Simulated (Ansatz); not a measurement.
## Ligand exchange: HF + Mg(CH3)(NH2) → NH3 + Mg(CH3)F

Species: HF (hydrogen fluoride), singlet; Mg(CH3)(NH2), singlet; NH3 (ammonia) `N`, singlet; Mg(CH3)F, singlet. The partners trade F for NH2: H–F and Mg–NH2 bonds give way to H–NH2 and Mg–F.

Shapes, held fixed at every level: PBE0-D4/def2-TZVP. Programs: Ansatz 0.2.0. Electronic energies: no zero-point or thermal term.

| level | kind | ΔE (kJ/mol) | less CCSD(T)/def2-TZVPP |
| --- | --- | --- | --- |
| HF/def2-TZVPP | Hartree–Fock | -136.8 | -12.5 |
| r2SCAN0-D4/def2-TZVPP | global hybrid | -130.8 | -6.5 |
| wB97X-V/def2-TZVPP | range-separated hybrid | -133.2 | -8.9 |
| MP2/def2-SVP | perturbation theory | -144.5 | -20.2 |
| MP2/def2-TZVPP | perturbation theory | -124.6 | -0.3 |
| CCSD(T)/def2-SVP | coupled cluster or CI | -143.6 | -19.3 |
| CCSD/def2-TZVPP | coupled cluster or CI | -125.9 | -1.6 |
| CCSD(T)/def2-TZVPP | coupled cluster or CI | -124.3 | 0.0 |

The highest level, CCSD(T)/def2-TZVPP, gives ΔE = -124.3 kJ/mol; the levels span -144.5 to -124.3. The column of differences is taken from that level and isn't an error. No measured value is set beside it here. Outer-core shells of Mg are correlated in most correlated rows, in sets that cover them unevenly.
